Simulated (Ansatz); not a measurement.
System: zinc-blende HgSe. Method: LDA (Ansatz, an electronic-structure program, PAW).

Numerical settings: plane-wave cutoff 520 eV, 10×10×10 k mesh, Fermi–Dirac smearing 0.01 eV, scalar-relativistic PAW data made under PBE.

Pressure at four volumes; x = ln(V/27.862 Å³). One pressure is withheld.

| V (Å³/atom) | x | P (GPa) |
|---|---|---|
| 26.190 | -0.0619 | 4.18 |
| 27.862 | 0.0000 | 0.00 |
| 28.976 | 0.0392 | -2.06 |
| 29.533 | 0.0582 | ? |

Q: Pass a parabola P(x) through the three rows shown, estimate the bulk modulus and its pressure derivative near zero pressure, and predict the withheld pressure.

A: Slopes between the rows: (0.00 − (4.18))/(0.0000 − (-0.0619)) = -67.53 and (-2.06 − (0.00))/(0.0392 − (0.0000)) = -52.55 GPa. Their difference over the span 0.1011 is c = 14.98/0.1011 = 148.2 GPa, so P(x) = 4.18 + (-67.53)(x − (-0.0619)) + 148.2 (x − (-0.0619))(x − (0.0000)). At the middle row B = −dP/dx = −[-67.53 + 148.2 × 0.0619] = 58.4 GPa, and B′ = dB/dP = 2c/B = 5.1. At x = 0.0582 the parabola gives -2.89 GPa; the run gives -2.92 GPa. The Birch–Murnaghan fit to the energies at all volumes has B0 = 57.9 GPa and B′ = 5.0.

Measured, for comparison: bulk modulus 50 GPa (temperature not stated, not corrected to a static lattice, sources range from 48.5 to 51.6; as tabulated in Toher et al. (2017), arXiv:1611.05714). Computed less measured: bulk modulus +16 % (+12 % to +19 % over the range).

Spin–orbit coupling is not included; it can shift volumes and moduli of such heavy elements.
